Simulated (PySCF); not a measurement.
**Where the electron goes**

Compound: sulfuryl chloride fluoride, ClFO2S.
Z-matrix (Å and degrees, PBE0-D3(BJ)/def2-SVP geometry), rows numbered from 1:
```
O 
S   1  1.4302
O   2  1.4301  1  124.34
F   2  1.5868  1  107.11  3  -125.64
Cl  2  2.0329  1  109.06  3   130.75
```

Method: PySCF, TDDFT wB97X-D/def2-SVPD, vertical, gas phase, core orbitals frozen in the response.

Frontier orbitals with the atoms that hold most of them (Löwdin shares over 4%, at most four atoms; ? is withheld):

```json
{"orbital": "LUMO+2", "ε (eV)": "1.69", "atoms": "S2 50%, Cl5 21%, O1 12%, O3 12%"}
{"orbital": "LUMO+1", "ε (eV)": "1.40", "atoms": "S2 39%, F4 18%, O1 16%, O3 16%"}
{"orbital": "LUMO", "ε (eV)": "-1.07", "atoms": "?"}
{"orbital": "HOMO", "ε (eV)": "-12.14", "atoms": "?"}
{"orbital": "HOMO-1", "ε (eV)": "-12.67", "atoms": "Cl5 75%, O3 7%, O1 7%, F4 6%"}
{"orbital": "HOMO-2", "ε (eV)": "-12.81", "atoms": "O1 39%, O3 39%, F4 10%, S2 6%"}
{"orbital": "HOMO-3", "ε (eV)": "-13.51", "atoms": "Cl5 37%, O1 24%, O3 24%, S2 12%"}
```

Q: Give the leading atoms of the HOMO.

A: Cl5 (bonded to S) 51%; O3 (bonded to S) 24%; O1 (bonded to S) 24%. By element: chlorine 51%, oxygen 48%.

Q: Which atoms hold the LUMO, and with what shares?

A: Cl5 (bonded to S) 46%; S2 (bonded to Cl, F and 2 O) 26%; O1 (bonded to S) 10%; O3 (bonded to S) 10%. By element: chlorine 46%, sulfur 26%, oxygen 20%.

Q: The HOMO–LUMO gap is 11.07 eV. Where does the response calculation put the lowest singlet, and from which orbitals?

A: S1 is at 5.72 eV (f = 0.0024), 5.35 eV below the gap, made of HOMO→LUMO (97%). Without the coupling terms of the response equations the lowest excitation would equal the gap.

Q: Give energy, strength and leading configuration of S1, S2, S3 and S6, and follow the Löwdin shares of the leading atoms from the occupied to the empty orbital.

A: 
- S1 (5.72 eV, f 0.0024), HOMO→LUMO (97%): Cl5 51% → 46%, O3 24% → 10%, S2 at most 2% → 26%
- S2 (6.11 eV, f 0.0028), HOMO-1→LUMO (95%): Cl5 75% → 46%, O3 7% → 10%, S2 at most 5% → 26%
- S3 (6.51 eV, f 0.0015), HOMO-2→LUMO (98%): O1 39% → 10%, O3 39% → 10%, Cl5 at most 6% → 46%, S2 6% → 26%
- S6 (8.10 eV, f 0.0001), HOMO→LUMO+1 (74%): Cl5 51% → at most 11%, O3 24% → 16%, S2 at most 2% → 39%, F4 at most 2% → 18%

Löwdin shares depend on the basis, the more so with diffuse functions.

Hardware: one thread, Arm Neoverse V1 (aarch64), on a shared host. Cost: 56 s (with the writing of density and orbital grids), 0.56 GiB resident at most.
